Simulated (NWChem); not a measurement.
**A calculation on hydrogen isocyanide (CHN)**

SMILES: [NH+]#[C-]
```xyz
3

C      0.0000     0.0000     0.7490
N      0.0000     0.0000    -0.4352
H      0.0000     0.0000    -1.4477
```
Charge 0, spin multiplicity 1.

Program: NWChem. Structure: optimised with PBE/def2-SVP, a minimum by its harmonic frequencies.

The correlated methods keep 2 core orbitals frozen.

Worked example. A B2PLYP run in STO-3G ends its self-consistent part (53 % exact exchange, 47 % B88, 73 % LYP) at -91.99172 Ha, and second-order perturbation theory on those orbitals gives -0.17615 Ha unscaled.

The perturbative term enters with the weight 0.27: -91.99172 + 0.27·(-0.17615) = -92.03928 Ha is the total energy.
